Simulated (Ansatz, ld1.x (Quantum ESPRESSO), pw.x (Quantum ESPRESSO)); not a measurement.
**P: does the ultrasoft potential hold in the solid?**

- Element: phosphorus (P)
- Generator: ld1.x (Quantum ESPRESSO) 7.5
- Type: ultrasoft
- Functional: PBEsol
- Relativity: scalar-relativistic
- Frozen core: [Ne]
- Valence charge: 5
- Reference configuration: 3s2 3p2.75 (charge +0.25)
- Partial waves: 3s (bound): rcut 1.35, rcutus 1.75 bohr; 3s channel at 0.2 Ry: rcut 1.35, rcutus 1.75 bohr; 3p (bound): rcut 1.60, rcutus 1.75 bohr; 3p channel at -0.15 Ry: rcut 1.60, rcutus 1.75 bohr
- Local potential: all-electron potential smoothed inside 1.35 bohr (lloc = -2)
- Core correction: Bessel-smoothed model core inside 1.15 bohr
- Augmentation charge: built from norm-conserving waves at rcut, not smoothed further

Atomic tests: cutoffs needed: 12 Ry and 21 Ry (the cutoffs (Ry, on a coarse ladder) from which the occupation-weighted sum of valence levels, in a spherical-Bessel basis at the reference potential, stays within 10 and 1 mRy of its value at 400 Ry); ghost test: no extra level below or beside the all-electron valence levels (s, p, d, f tested) (spherical-Bessel basis up to 400 Ry, 20 bohr box); largest excitation error: +116 meV (all-electron minus pseudo) for 3s1 3p0, out of 7 test configurations.

Crystal test: sc P in pw.x 7.5, no spin, 13³ k-points, Fermi–Dirac smearing 0.01 Ry, cutoffs 40/600 Ry. The reference is all-electron LAPW (Ansatz 0.2.0) with the same functional, mesh and smearing; V0 and B0 come from Birch–Murnaghan fits to the pressures at five volumes. Errors are pseudo minus all-electron; Δ is the rms difference of the E(V) curves that follow from these fits, minima aligned, over ±6 % about the mean V0. Mesh and smearing are coarse, so the numbers serve the comparison and aren't converged zero-temperature values; the lattice is a test structure that the element need not adopt.

All-electron: a0 = 2.423 Å (V0 = 14.23 Å³/atom), B0 = 126.4 GPa.

Problem. How far does the potential miss the all-electron equation of state?

Solution. mean pressure error (GPa): +6.74. The pressure does not cross zero within the volumes sampled, so no fit is given. This is a poor potential for the solid.

```
V (Å³/atom)  P all-electron (GPa)  P pseudo (GPa)
     13.496                  7.35           15.38
     13.851                  3.64           10.85
     14.206                  0.21            6.80
     14.561                 -2.83            3.29
     14.916                 -5.44            0.30
```

Problem. At the middle volume, how do free energy and pressure move when the wave cutoff is lowered (ecutrho held at 600 Ry)?

Solution.

| cutoff (Ry) | shift of F (meV/atom) | shift of P (GPa) |
| --- | --- | --- |
| 18 | +26.8 | -0.72 |
| 24 | +6.0 | -0.29 |
| 32 | +0.5 | +0.02 |

Input at the middle volume:

```
&control
  calculation='scf', prefix='x', pseudo_dir='./', outdir='./tmp', tstress=.true., disk_io='low'
/
&system
  ibrav=0, nat=1, ntyp=1, ecutwfc=40, ecutrho=600, nbnd=9,
  occupations='smearing', smearing='fd', degauss=0.01
/
&electrons
  conv_thr=1e-09, mixing_beta=0.4, electron_maxstep=70
/
ATOMIC_SPECIES
P 1.0 P.UPF
CELL_PARAMETERS angstrom
  2.42190593 0.00000000 0.00000000
  0.00000000 2.42190593 0.00000000
  0.00000000 0.00000000 2.42190593
ATOMIC_POSITIONS crystal
P 0.0000 0.0000 0.0000
K_POINTS automatic
13 13 13 0 0 0
```

```bash
pw.x < P.scf.in > P.scf.out
```

Lines of the output:

```
Message from routine setup:
     using ibrav=0 with symmetry is DISCOURAGED, use correct ibrav instead
     lattice parameter (alat)  =       4.5767  a.u.
     unit-cell volume          =      95.8668 (a.u.)^3
     number of electrons       =         5.00
     number of Kohn-Sham states=            9
     kinetic-energy cutoff     =      40.0000  Ry
     charge density cutoff     =     600.0000  Ry
     scf convergence threshold =      1.0E-09
     Exchange-correlation= PBESOL
     number of k points=    84  Fermi-Dirac smearing, width (Ry)=  0.0100
     iteration #  1     ecut=    40.00 Ry     beta= 0.40
     total energy              =     -17.68416191 Ry
     estimated scf accuracy    <       0.00582713 Ry
     iteration #  2     ecut=    40.00 Ry     beta= 0.40
     total energy              =     -17.68378551 Ry
     estimated scf accuracy    <       0.00189621 Ry
     iteration #  3     ecut=    40.00 Ry     beta= 0.40
     total energy              =     -17.68384751 Ry
     estimated scf accuracy    <       0.00002113 Ry
     iteration #  4     ecut=    40.00 Ry     beta= 0.40
     total energy              =     -17.68384914 Ry
     estimated scf accuracy    <       0.00000008 Ry
     iteration #  5     ecut=    40.00 Ry     beta= 0.40
     total energy              =     -17.68384915 Ry
     estimated scf accuracy    <          6.7E-09 Ry
     iteration #  6     ecut=    40.00 Ry     beta= 0.40
     the Fermi energy is    11.5848 ev
!    total energy              =     -17.68384915 Ry
     estimated scf accuracy    <          5.6E-10 Ry
     smearing contrib. (-TS)   =      -0.00120357 Ry
     The total energy is F=E-TS. E is the sum of the following terms:
     one-electron contribution =       5.57948016 Ry
     hartree contribution      =       0.39830401 Ry
     xc contribution           =      -8.16196274 Ry
     ewald contribution        =     -15.49846701 Ry
     convergence has been achieved in   6 iterations
          total   stress  (Ry/bohr**3)                   (kbar)     P=       68.05
```

The run at the middle volume (84 k-points, 6 iterations) took about 2.4 s on one core of a shared host (Neoverse-V1, 32 threads, 247 GiB, load 11).
